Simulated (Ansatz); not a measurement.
# CH2BF: the cost of one run

Computed with Ansatz 0.2.0. Level: RHF/def2-TZVP.

### Step 1. The starting structure

5 atoms, charge 0, spin multiplicity 1.

Atoms are counted from 1 here; the program's logs count them from 0.

Bond lengths: C1–B2 1.392 Å, C1–H4 1.100 Å, C1–H5 1.100 Å, B2–F3 1.295 Å. Angles: B2–C1–H4 121.6°, B2–C1–H5 121.6°, H4–C1–H5 116.8°, C1–B2–F3 180.0°.

Geometry (Å):

```mol
CH2BF
  3D, bonds by distance, orders not assigned

  5  4  0  0  0  0  0  0  0  0999 V2000
   -0.3521    0.3823   -0.2690 C   0  0
    0.4857   -0.5272    0.3711 B   0  0
    1.2651   -1.3731    0.9663 F   0  0
   -0.8205    1.2168    0.2744 H   0  0
   -0.5782    0.3012   -1.3429 H   0  0
  1  2  8  0
  1  4  8  0
  1  5  8  0
  2  3  8  0
M  END
```

This geometry comes from a loose relaxation at PBE in a small basis, which is not shown.

### Step 4. Plan of the scan

- normal mode 1 (356 cm⁻¹): 15 values from −0.955 to 0.955 amu½·Å
- normal mode 2 (455 cm⁻¹): 15 values from −0.888 to 0.888 amu½·Å

Nothing else is relaxed (straight displacements along the two mass-weighted modes). Energies count from the relaxed molecule at the same level. Points are written as (first, second).

The patterns, per unit of each coordinate (Å):

```csv
atom,x1,y1,z1,x2,y2,z2
C1,-0.001,0.005,0.009,-0.071,-0.052,0.019
B2,0.026,-0.098,-0.172,0.208,0.153,-0.055
F3,-0.010,0.039,0.069,-0.064,-0.047,0.017
H4,0.202,-0.128,0.406,-0.091,-0.067,0.024
H5,-0.270,0.384,0.046,-0.091,-0.066,0.024
```

(The set-up runs are not shown.)

### Step 5. Grid point (0.000 amu½·Å, 0.000 amu½·Å)

Contents of input.yaml:

```yaml
crystal:
  periodic: [false, false, false]
  atoms:
    - { symbol: C, position_ang: [-0.348803, 0.378631, -0.266455] }
    - { symbol: B, position_ang: [0.478901, -0.519824, 0.365889] }
    - { symbol: F, position_ang: [1.241772, -1.347906, 0.948639] }
    - { symbol: H, position_ang: [-0.804295, 1.192032, 0.266577] }
    - { symbol: H, position_ang: [-0.567576, 0.297067, -1.31465] }
basis:
  gaussian: { orbitals: def2-TZVP }
hamiltonian:
  xc: hf
output:
  forces: true
```

Started as:

```sh
$ ansatz run input.yaml --threads 1 --pin off --max-ram 2560MiB --backend cpu --events-out ev --progress --plain --runs-dir out
```

**Question.** How long does this run take on 1 thread of Arm Neoverse N1, shared host, and how much memory does it need?

About 1.4 s, with a peak of 0.13 GiB.
